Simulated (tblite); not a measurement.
What does the GFN2-xTB structure of `C[C@H]1C=[C]C=C1` [radical] look like in three dimensions? (Doublet state.)

```
atom  x, y, z in Å
C1     1.455   -0.689   -0.124
C2     0.169   -0.168    0.510
C3     0.068    1.350    0.487
C4    -1.052    1.657   -0.142
C5    -1.776    0.497   -0.599
C6    -1.074   -0.582   -0.231
H7     1.459   -1.777   -0.117
H8     1.528   -0.348   -1.154
H9     2.324   -0.333    0.425
H10    0.112   -0.508    1.550
H11    0.809    1.989    0.925
H12   -2.706    0.526   -1.136
H13   -1.320   -1.613   -0.412
```

Orientation and origin are arbitrary. Atoms count from 1 in this order. C4 (carbon bonded to 2 C) is bent (angle 113.0°). C5 (carbon bonded to 2 C and H) is planar (angles 127.8°, 124.9° and 107.3°, sum 360.0°, 0.00 Å off the plane of its three neighbours). C6 (carbon bonded to 2 C and H) is planar (angles 127.3°, 122.4° and 110.3°, sum 360.0°, 0.00 Å off the plane of its three neighbours). C3 (carbon bonded to 2 C and H) is planar (angles 129.9°, 122.9° and 107.2°, sum 360.0°, 0.00 Å off the plane of its three neighbours).

Bonds between heavy atoms (Å): C1–C2 1.525, C2–C3 1.522, C3=C4 1.321, C4–C5 1.441, C5=C6 1.340, C2–C6 1.505.

Structure optimised with GFN2-xTB, isolated species. This method treats the open shell by occupation alone, without spin polarisation.

Its GFN2-xTB frequencies are all real (lowest 154 cm⁻¹).

These are computed values.
